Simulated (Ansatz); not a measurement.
# C₃H₃S+ (SMILES CC1=[C+]S1): one structure at several levels

Aim: energy, forces and dipole at a frame of a short trajectory, from CCSD(T) and from density functionals.

The runs use Ansatz 0.2.0, Gaussian basis; single points in def2-TZVPP.

Cores are frozen in the correlated methods.

3 further runs of the same task are left out: 3 that didn't finish.

## 1. Starting geometry

SMILES `CC1=[C+]S1`, 7 atoms, charge 1, spin multiplicity 1.

Atoms are counted from 1 here; the program's logs count them from 0.

Bond lengths: C1–C2 1.470 Å, C1–H5 1.089 Å, C1–H6 1.098 Å, C1–H7 1.089 Å, C2–C3 1.458 Å, C2–S4 1.621 Å, C3–S4 1.786 Å. Angles: C2–C1–H5 107.0°, C2–C1–H6 104.5°, C2–C1–H7 114.6°, H5–C1–H6 103.5°, H5–C1–H7 114.4°, H6–C1–H7 111.9°, C1–C2–C3 144.2°, C1–C2–S4 144.9°, C3–C2–S4 70.7°, C2–C3–S4 58.9°, C2–S4–C3 50.4°.

As a file:

```
C    -0.2770    0.7734   -0.0679
C     0.1783   -0.6179    0.0671
C     1.2525   -1.4668    0.5683
S    -0.1011   -2.1528   -0.3730
H    -0.2817    1.2049    0.9319
H     0.5564    1.2877   -0.5648
H    -1.2115    0.8939   -0.6134
```

## 2. PBE-D4/def2-TZVPP

The input, run/in.yaml:

```yaml
crystal:
  periodic: [false, false, false]
  atoms:
    - {symbol: C, position_ang: [-0.277011, 0.773439, -0.067896]}
    - {symbol: C, position_ang: [0.178300, -0.617854, 0.067142]}
    - {symbol: C, position_ang: [1.252499, -1.466753, 0.568322]}
    - {symbol: S, position_ang: [-0.101084, -2.152760, -0.373011]}
    - {symbol: H, position_ang: [-0.281717, 1.204903, 0.931922]}
    - {symbol: H, position_ang: [0.556428, 1.287685, -0.564790]}
    - {symbol: H, position_ang: [-1.211464, 0.893948, -0.613393]}
basis:
  gaussian: {orbitals: def2-TZVPP}
total_charge: 1
hamiltonian: {xc: pbe, dispersion: d4}
output: {forces: true}
```

Launch:

```console
$ ansatz run in.yaml --threads 2 --pin off --events-out ev --progress --plain --max-ram 3481MiB
```

## 3. r2SCAN-D4/def2-TZVPP

run/in.yaml: that of step 2 with these lines changed.

```diff
@@ -13,3 +13,3 @@
 total_charge: 1
-hamiltonian: {xc: pbe, dispersion: d4}
+hamiltonian: {xc: r2scan, dispersion: d4}
 output: {forces: true}
```

## 4. PBE0-D4/def2-TZVPP

run/in.yaml: that of step 3 with these lines changed.

```diff
@@ -13,3 +13,3 @@
 total_charge: 1
-hamiltonian: {xc: r2scan, dispersion: d4}
-output: {forces: true}
+hamiltonian: {xc: pbe0, dispersion: d4}
+output: {forces: true, orbitals: {seedname: orbitals}}
```

## 5. wB97M-V/def2-TZVPP

run/in.yaml: that of step 4 with these lines changed.

```diff
@@ -13,3 +13,3 @@
 total_charge: 1
-hamiltonian: {xc: pbe0, dispersion: d4}
-output: {forces: true, orbitals: {seedname: orbitals}}
+hamiltonian: {xc: {name: wB97M-V}}
+output: {forces: true}
```

## 6. CCSD(T)/def2-TZVPP

run/in.yaml: that of step 5 with these lines changed.

```diff
@@ -13,3 +13,3 @@
 total_charge: 1
-hamiltonian: {xc: {name: wB97M-V}}
+correlation: {method: ccsd_t}
 output: {forces: true}
```

(Steps that only read results are left out.)

**Question.** What will these runs give? Wanted: energy less free atoms, CCSD(T)/def2-TZVPP; RMS force component; RMS force error; HOMO and LUMO, PBE0-D4; T1 diagnostic.

The runs gave:

| quantity | value |
| --- | --- |
| energy less free atoms, CCSD(T)/def2-TZVPP | -19.090 eV |
| RMS force component | 0.360 to 0.602 eV/Å over the methods |
| RMS force error | PBE-D4 0.305, r2SCAN-D4 0.242, PBE0-D4 0.292, wB97M-V 0.280 eV/Å |
| HOMO and LUMO, PBE0-D4 | -14.26 and -10.40 eV |
| T1 diagnostic | 0.017 |

In words: Against CCSD(T) the functionals' energies less atoms differ by -2.173 to -1.064 eV, PBE-D4 by -2.173 eV. A larger basis would deepen the CCSD(T) value, while the functionals are nearly converged already, so the order here is not reliable. For forces r2SCAN-D4 does best and PBE-D4 worst. Frozen-core CCSD(T) forces in triple zeta carry basis errors of their own, and this is one geometry, so small gaps rank nothing. The restricted Hartree–Fock reference is unstable towards an unrestricted one at one or more of these structures.
